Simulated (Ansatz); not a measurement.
# How the zone-centre LO phonon frequency of rock-salt LiCl moves with the method

No measured value is used here.

| level (code) | value (cm⁻¹) | cell (Å³/atom) |
|---|---|---|
| LDA (Ansatz) | 412 | 15.29 |
| PBE (Ansatz) | (withheld) | 17.08 |
| r²SCAN (Ansatz) | 400 | 16.70 |

Some entries are withheld; supply them.


- PBE (Ansatz, an electronic-structure program), value (cm⁻¹): 383

Each level is taken at its own relaxed cell. Cutoffs differ between the levels. Ansatz's density-functional and Hartree–Fock values are scalar-relativistic unless marked +SOC, with PAW data made under PBE.
